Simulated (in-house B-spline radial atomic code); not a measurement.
Xe. Computed with a B-spline radial atomic code. Model: all-electron spherical atom, spin shells full or empty, radial basis limit, no spin-orbit coupling: exact exchange with a local potential (Slater, KLI or optimised effective potential, whose far tail is KLI's), no correlation.

Exchange potential has not reached -1/r at the last radius.

The run also made RPA and GW results, which its time includes.

The Slater potential averages the orbital exchange potentials with the orbital densities as weights, KLI adds orbital constants, and the optimised effective potential minimises the exact-exchange energy among local potentials. So their energies lie above Hartree-Fock in the order OEP, KLI, Slater. All fall off as −1/r, unlike LDA and GGA exchange.

Command:
```bash
python run_gw.py task.json out
```
Settings (nuclear radius in fm, other lengths in bohr, energies in hartree):
```
Z                      54
electrons              54
configuration          [Kr] 4d10 5s2 5p6
hamiltonian            x2c
method                 slater
lmax                   9
rms_radius             4.7859
spin_polarised         False
box_radius             40
intervals              107
```

Cost of the run: 11 s on 1 thread of Arm Neoverse V1 (shared host).

Given: hamiltonian one-electron scalar X2C; mean-field start Slater potential.

Computed: energy above Hartree-Fock 491.37 millihartree.

```json
{"radius (bohr)": "0.000926", "r times exchange potential (hartree bohr)": "-0.059946"}
{"radius (bohr)": "0.00117", "r times exchange potential (hartree bohr)": "-0.075569"}
{"radius (bohr)": "0.00149", "r times exchange potential (hartree bohr)": "?"}
{"radius (bohr)": "0.00189", "r times exchange potential (hartree bohr)": "-0.12105"}
{"radius (bohr)": "0.0024", "r times exchange potential (hartree bohr)": "-0.15262"}
{"radius (bohr)": "0.00305", "r times exchange potential (hartree bohr)": "-0.19196"}
{"radius (bohr)": "0.00387", "r times exchange potential (hartree bohr)": "-0.24003"}
{"radius (bohr)": "0.00491", "r times exchange potential (hartree bohr)": "-0.29829"}
{"radius (bohr)": "0.00623", "r times exchange potential (hartree bohr)": "-0.36764"}
{"radius (bohr)": "0.0079", "r times exchange potential (hartree bohr)": "-0.44788"}
{"radius (bohr)": "0.01", "r times exchange potential (hartree bohr)": "?"}
{"radius (bohr)": "0.0127", "r times exchange potential (hartree bohr)": "-0.63318"}
{"radius (bohr)": "0.0161", "r times exchange potential (hartree bohr)": "-0.72764"}
{"radius (bohr)": "0.0205", "r times exchange potential (hartree bohr)": "-0.81161"}
{"radius (bohr)": "0.026", "r times exchange potential (hartree bohr)": "-0.86741"}
{"radius (bohr)": "0.033", "r times exchange potential (hartree bohr)": "-0.88849"}
{"radius (bohr)": "0.0419", "r times exchange potential (hartree bohr)": "-0.90778"}
{"radius (bohr)": "0.0531", "r times exchange potential (hartree bohr)": "-0.99411"}
{"radius (bohr)": "0.0674", "r times exchange potential (hartree bohr)": "-1.1532"}
{"radius (bohr)": "0.0855", "r times exchange potential (hartree bohr)": "-1.3186"}
{"radius (bohr)": "0.109", "r times exchange potential (hartree bohr)": "-1.4179"}
{"radius (bohr)": "0.138", "r times exchange potential (hartree bohr)": "-1.4127"}
{"radius (bohr)": "0.175", "r times exchange potential (hartree bohr)": "-1.4486"}
{"radius (bohr)": "0.222", "r times exchange potential (hartree bohr)": "-1.6542"}
{"radius (bohr)": "0.281", "r times exchange potential (hartree bohr)": "-1.8435"}
{"radius (bohr)": "0.357", "r times exchange potential (hartree bohr)": "-1.8417"}
{"radius (bohr)": "0.453", "r times exchange potential (hartree bohr)": "-1.5983"}
{"radius (bohr)": "0.575", "r times exchange potential (hartree bohr)": "-1.617"}
{"radius (bohr)": "0.73", "r times exchange potential (hartree bohr)": "-1.8324"}
{"radius (bohr)": "0.926", "r times exchange potential (hartree bohr)": "-1.8626"}
{"radius (bohr)": "1.18", "r times exchange potential (hartree bohr)": "-1.6503"}
{"radius (bohr)": "1.49", "r times exchange potential (hartree bohr)": "-1.4396"}
{"radius (bohr)": "1.89", "r times exchange potential (hartree bohr)": "-1.4353"}
{"radius (bohr)": "2.4", "r times exchange potential (hartree bohr)": "-1.4427"}
{"radius (bohr)": "3.05", "r times exchange potential (hartree bohr)": "-1.3738"}
{"radius (bohr)": "3.87", "r times exchange potential (hartree bohr)": "-1.2647"}
{"radius (bohr)": "4.91", "r times exchange potential (hartree bohr)": "-1.1638"}
```

Task: What belongs in the row 0.00149?

Result: r times exchange potential (hartree bohr): -0.095907.

Task: What belongs in the row 0.01?

Result: r times exchange potential (hartree bohr): -0.53697.

```tsv
occupied	level (hartree)	Hartree-Fock level (hartree)
1s	-1270.4	-1276.2
2s	-199.48	-202.35
2p	?	?
3s	-41.62	-42.992
3p	-35.162	-36.062
3d	-25.436	-25.732
4s	-7.7785	-8.4272
4p	-5.712	-6.1322
4d	?	?
5s	-0.94697	-1.0097
5p	-0.49472	-0.45644
```

Task: What belongs in the row 2p?

Result: level (hartree): -179.77; Hartree-Fock level (hartree): -181.45.

Task: What belongs in the row 4d?

Result: level (hartree): -2.6527; Hartree-Fock level (hartree): -2.6658.

```
empty  level (hartree)
   6s         -0.15307
   6p                ?
   5d        -0.084917
   7s        -0.060709
```

Task: What belongs in the row 6p?

Result: level (hartree): -0.095824.

The highest level, 5p, differs from Hartree-Fock by -1 eV and the deepest, 1s, by +158 eV: the Slater potential lacks the response part and is deeper than the optimised one throughout, so the top level comes too deep.
